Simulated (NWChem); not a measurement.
Species: NO anion, triplet

All runs: NWChem. Spin-unrestricted. Sets without diffuse functions describe the anion's extra electron poorly. No stability test was run on the SCF state. The highest occupied level is positive in some or all of these runs, so the extra electron may be held by the finite basis. Each level has its own optimisation; frequencies are unscaled.

| level | r N–O (Å) | highest harmonic frequency (cm⁻¹) | zero-point energy (kcal/mol) |
|---|---|---|---|
| LDA (Slater exchange, VWN5)/def2-SVP | 1.261 | 1524 | 2.2 |
| B3LYP/def2-TZVP | 1.267 | 1436 | 2.1 |
| B3LYP/3-21G | 1.345 | 1275 | 1.8 |
| B3LYP/def2-SVPD | 1.272 | 1447 | 2.1 |
